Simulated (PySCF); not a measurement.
**How far each method lies from RCCSDT for Si–NH$_{2}$⁺, triplet**

Geometry: that of the Si–NH2, doublet, kept fixed. The singlet lies 3.0 eV lower here.

```xyz
4

Si    0.0000    0.0000    0.6455
N     0.0000    0.0000   -1.0599
H     0.0000    0.8350   -1.6290
H     0.0000   -0.8350   -1.6290
```

Basis 6-31G; PySCF 2.14.0. Correlated methods freeze the noble-gas cores, which leaves 10 electrons in 20 orbitals. R marks a restricted (for open shells ROHF) determinant, U an unrestricted one.

Full CI isn't at hand for all of this; RCCSDT serves as the reference. It lacks quadruple excitations, which often exceed the step from CCSD(T) to CCSDT. The frozen core follows each run's orbitals, which can shift R against U totals by a few meV.

The UHF ⟨S²⟩ is 2.070, the T1 diagnostic (ROHF- or RHF-based CCSD) is 0.0411 and the largest doubles amplitude (ROHF- or RHF-based CCSD) is 0.089. The T1 diagnostic (UCCSD) is 0.0273.

```csv
level,E − E(RCCSDT) (meV),share of correlation (%),wall time
RHF,4337,0.00,–
UHF,4254,1.90,–
RMP2,558,87.13,–
UMP2,501,88.44,–
RCCSD,143,96.70,–
UCCSD,138,96.82,–
RCCSD(T),20,99.55,0.54 s
UCCSD(T),22,99.50,0.36 s
UCCSDT,0,100.01,15 s
```

The correlation energy at RCCSDT, counted from RHF, is -4.337 eV. That run took 17 s on 1 thread of Arm Neoverse V1, shared host.

Times are those of the correlated step on a shared host, with one SCF added for the restricted CCSD run; they ran on 1 thread of Arm Neoverse V1.
